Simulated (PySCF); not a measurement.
Saddle point of BNH₃F, singlet (BNH₃F ([NH2][BH][F]) → BNH₂ ([BH][NH]) + HF; bonds formed: F2–H4; bonds broken: B1–F2, N3–H4), PBE0-D4/def2-TZVP structure:

```
6
angstrom
B -0.3263 0.1573 -0.5147
F 0.4498 1.3551 0.6201
N 0.0916 -0.8464 0.1901
H 0.6049 0.3796 0.9160
H -0.8447 0.7982 -1.3549
H 0.0247 -1.8437 0.1434
```

Energies are electronic, without zero-point energy. Barriers and step energies count from the start structure reached by relaxing down the imaginary mode; all methods use the PBE0-D4 structures, on which another method's saddle can fall below an end. Program: PySCF 2.14 with density fitting (its default auxiliary sets; JK sets also for MP2 and CCSD(T)). Basis: def2-TZVPP, with def2-QZVPP for the basis limit. Cores are frozen in the correlated methods. B3LYP uses VWN-RPA correlation. Extrapolation: Hartree–Fock as exp(−7.88 √X), correlation as X^−2.97.

```tsv
method	barrier (kcal/mol)	step energy (kcal/mol)
SPW92	68.13	64.55
PBE-D4	?	59.71
r2SCAN-D4	?	63.19
PBE0-D4	74.87	63.19
B3LYP-D4	74.35	60.27
BHLYP-D4	80.54	64.60
wB97M-V	74.09	61.55
HF	88.80	66.78
MP2	?	59.02
CCSD	78.03	61.42
CCSD(T)	75.38	59.95
```

(1) Fill in the withheld barriers. (Judge from chemistry; the value comes from the calculation.)

T1 diagnostic: at most 0.016.

## Answers

(1) The calculation gives: PBE-D4 69.32; r2SCAN-D4 73.71; MP2 74.31 kcal/mol. Each is the energy of the saddle less that of the start structure, by the same method.

For comparison, the barrier by CCSD(T) at an estimated basis limit (MP2 extrapolated from triple and quadruple zeta, plus CCSD(T) − MP2 in triple zeta) is 74.75 kcal/mol.

Labels in which every atom is bracketed show which atoms are joined, not bond orders.

For scale, one of the runs: CCSD(T)/def2-TZVPP, 135 basis functions, launched by `OMP_NUM_THREADS=4 python run.py`. The run took 58 s on 4 CPU threads of an Arm Neoverse V1 (shared host), with 0.77 GiB of host memory at its peak.
